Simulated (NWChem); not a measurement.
## hydrogen cyanide (CHN)

SMILES: C#N
```xyz
3

C      0.0000     0.0000    -0.5060
N      0.0000     0.0000     0.6613
H      0.0000     0.0000    -1.5931
```
Charge 0, spin multiplicity 1.

Everything below was run with NWChem. Structure: optimised with PBE/def2-SVP, a minimum by its harmonic frequencies.

Symmetry labels belong to the abelian group C2v used in the runs, with the axes of the coordinates shown; states degenerate in a higher group split over its labels.

B3LYP has NWChem's definition, with VWN1-RPA local correlation.

Problem. List the lowest 3 singlet excitations that TD-B3LYP/def2-SVPD, VWN1-RPA local correlation gives, with oscillator strengths.

Solution. 
```csv
state,symmetry,energy (eV),wavelength (nm),f
1,a2,7.59,163,0.000
2,a2,7.89,157,0.000
3,a1,7.89,157,0.000
```
